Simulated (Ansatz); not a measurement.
What a trial cell of Sn2Sb3 relaxes into

Theory: DFT PBE, scalar-relativistic, plane waves, PAW (Ansatz). Cutoff 420 eV, Γ-centred k mesh, Gaussian smearing, no spin polarisation in the final step.

The start puts Sn2Sb3 on the corundum structure type (R-3c, No. 167), with Sn in place of Al, Sb in place of O, at a guessed volume.

```
CELL_PARAMETERS angstrom
3.51984 2.03218 6.40663
-3.51984 2.03218 6.40663
0.00000 -4.06436 6.40663
ATOMIC_POSITIONS crystal
Sn 0.85218 0.85218 0.85218
Sn 0.64782 0.64782 0.64782
Sn 0.14782 0.14782 0.14782
Sn 0.35218 0.35218 0.35218
Sb 0.05625 0.44375 0.75000
Sb 0.75000 0.05625 0.44375
Sb 0.44375 0.75000 0.05625
Sb 0.94375 0.55625 0.25000
Sb 0.25000 0.94375 0.55625
Sb 0.55625 0.25000 0.94375
```

Cell and atoms relax at zero pressure; the relaxation can't lower the symmetry of the start. After a coarse first stage the cell is made exact in the group found at 0.06 Å.

Energies over the elements count from the elements' standard structures at the same level, with no empirical corrections.

Task: What does it relax into?

Result: It keeps R-3c (No. 167). The result has the corundum structure. Conventional cell: a = 7.378 Å, c = 22.262 Å. Around Sn lie 6 Sb at 3.06–3.11 Å; Sb has 4 Sn at 3.06–3.11 Å and 2 Sb at 3.20 Å.

```cif
data_structure
_symmetry_space_group_name_H-M 'R-3c:H'
_symmetry_Int_Tables_number 167
_cell_length_a 7.3780
_cell_length_b 7.3780
_cell_length_c 22.2620
_cell_angle_alpha 90.000
_cell_angle_beta 90.000
_cell_angle_gamma 120.000
_cell_volume 1049.47
loop_
_atom_site_label
_atom_site_type_symbol
_atom_site_symmetry_multiplicity
_atom_site_Wyckoff_symbol
_atom_site_fract_x
_atom_site_fract_y
_atom_site_fract_z
_atom_site_occupancy
Sn1 Sn 12 c 0.00000 0.00000 0.36242 1
Sb1 Sb 18 e 0.25012 0.00000 0.25000 1
```

Task: What are its volume, energy, density and gap?

Result: The volume per atom is 34.98 Å³ and the density is 5.72 g/cm³. The energy over the elements is 0.21 eV/atom and the gap on the 6×6×6 mesh is 0 eV (a metal).

The final run used a 6×6×6 mesh on its 10-atom cell and 0.10 eV smearing. The k mesh leaves about 4 meV/atom of noise in metals. Spin–orbit coupling is left out. A structure relaxed within its symmetry needn't be a true minimum. The steps took about 5 core-minutes in all.